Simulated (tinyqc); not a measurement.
Inside a calculation. Method: geometry optimisation on the UHF/sto-6g surface (energies and gradients from PySCF), for H2O+, spin multiplicity 2. One step of it, computed by the program tinyqc.

Problem. Step 1: move. Quasi-Newton step p = -H^(-1) g (first H = 1 times the unit matrix); steps longer than 0.3 bohr are cut back (factor 0.711 here).

positions at the start (bohr):
```
           x          y          z
1O  0.060471  -0.147399  -0.001890
2H  0.145509   1.545796   1.007224
3H  0.034015  -1.426743   0.993996
```

gradient (hartree/bohr):
```
              x            y            z
1O  -0.00553027  -0.24619223   0.17121497
2H   0.00060847   0.01118335   0.00884237
3H   0.00492180   0.23500887  -0.18005734
```

Give: positions after step 1.

Solution.

positions after step 1 (bohr):
```
        x       y       z
1O  0.064   0.028  -0.124
2H  0.145   1.538   1.001
3H  0.031  -1.594   1.122
```
